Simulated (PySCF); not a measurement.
Breaking a bond: O₂, triplet.

Levels: ROKS-r2SCAN = restricted open-shell r2SCAN/cc-pVDZ in PySCF; UCCSD(T) = CCSD(T) on UHF/cc-pVDZ, 2 core orbitals frozen (PySCF 2.14.0).

Energies relative to the lowest point of each curve near equilibrium, in mEh:

| R / Å | ROKS-r2SCAN |
|---|---|
| 0.89 | 356.9 |
| 0.95 | 196.5 |
| 1.01 | 97.8 |
| 1.07 | 40.6 |
| 1.11 | 18.6 |
| 1.17 | 2.5 |
| 1.19 | 0.5 |
| 1.22 | 0.0 |
| 1.28 | 5.7 |
| 1.32 | 13.1 |
| 1.39 | 30.4 |
| 1.49 | 60.6 |

**Question.** Estimate the UCCSD(T) values at these points.

**Answer.** 0.89: 365.8; 0.95: 202.4; 1.01: 101.5; 1.07: 42.9; 1.11: 20.2; 1.17: 3.2; 1.19: 1.0; 1.22: 0.0; 1.28: 5.3; 1.32: 12.4; 1.39: 28.4; 1.49: 55.0 (mEh).

The scan ran from 0.89 to 4.81 Å; beyond the distances shown one of the unrestricted levels run for this scan, shown here or not, changes its spin distribution in one step.
